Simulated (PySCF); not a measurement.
Stretching MgS

Set-up: PySCF, no relativity, basis sets Mg def2-TZVPP, S def2-TZVPP. Energies in eV from Mg + S in their ground configurations at the same level. State: ¹Σ⁺ (singlet), closed shell.

All columns are CAM-B3LYP. A positive dipole means Mg(−)S(+).

| R (Å) | E (eV) | μ (D) | Mulliken charge on Mg (basis-dependent) | HOMO (eV) | LUMO (eV) | Mayer bond order | ⟨S²⟩ |
| --- | --- | --- | --- | --- | --- | --- | --- |
| 1.842 | -0.930 | -7.24 | 0.69 | -7.48 | -2.51 | 2.10 | 0.00 |
| 1.928 | -1.466 | -7.47 | 0.63 | -7.32 | -2.64 | 2.11 | 0.00 |
| 2.014 | -1.754 | -7.67 | 0.58 | -7.20 | -2.76 | 2.09 | 0.00 |
| 2.078 | -1.849 | -7.78 | 0.56 | -7.12 | -2.84 | 2.06 | 0.00 |
| 2.142 | -1.867 | -7.88 | 0.55 | -7.05 | -2.91 | 2.02 | 0.00 |
| 2.206 | -1.825 | -7.95 | 0.54 | -7.00 | -2.98 | 1.98 | 0.00 |
| 2.292 | -1.704 | -8.01 | 0.53 | -6.95 | -3.05 | 1.91 | 0.00 |
| 2.399 | -1.484 | -8.03 | 0.52 | -6.91 | -3.14 | 1.82 | 0.00 |
| 2.528 | -1.169 | -7.98 | 0.51 | -6.90 | -3.22 | 1.69 | 0.00 |
| 2.699 | -0.732 | -7.82 | 0.49 | -6.93 | -3.30 | 1.51 | 0.00 |

A fit through these points gives, at Re = 2.127 Å, μ = -7.86 D and dμ/dR = -1.35 D/Å; the reduced mass is 13.7 u.

**Question.** How strong is the fundamental in the double-harmonic approximation, I = 42.26·(dμ/dR)²/μred km/mol?

**Answer.** I = 42.26·(-1.35)²/13.7 = 5.62 km/mol at CAM-B3LYP.
